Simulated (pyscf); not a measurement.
Thermochemistry of product channels of NH₃ (SMILES N) + OH• (SMILES [OH]) on the doublet surface, in eV, from ωB97M-D3(BJ)/def2-TZVP energies (ideal gas, 1 atm, RRHO with modes under 100 cm⁻¹ raised to 100, one conformer, R ln 2 for rigid chiral ones). Structures and frequencies: ωB97X-D3(BJ)/def2-SVP in PySCF.

| products | ΔE | ΔH(298 K) | ΔG(600 K) | ΔG(1200 K) |
|---|---|---|---|---|
| NH (SMILES [NH]) [triplet] + H₂O (SMILES O) + H• (SMILES [H]) | +3.90 | +3.59 | +2.86 | +2.05 |
| NH₂• (SMILES [NH2]) + H₂ (SMILES [H][H]) + O (SMILES [O]) [triplet] | +4.85 | +4.53 | +3.85 | +3.08 |
| NH₂• (SMILES [NH2]) + H₂O (SMILES O) | -0.35 | -0.40 | -0.48 | -0.56 |

These are energies of the channels, which say nothing of barriers. Left out: orbital degeneracy and the spin-orbit lowering of OH, O.
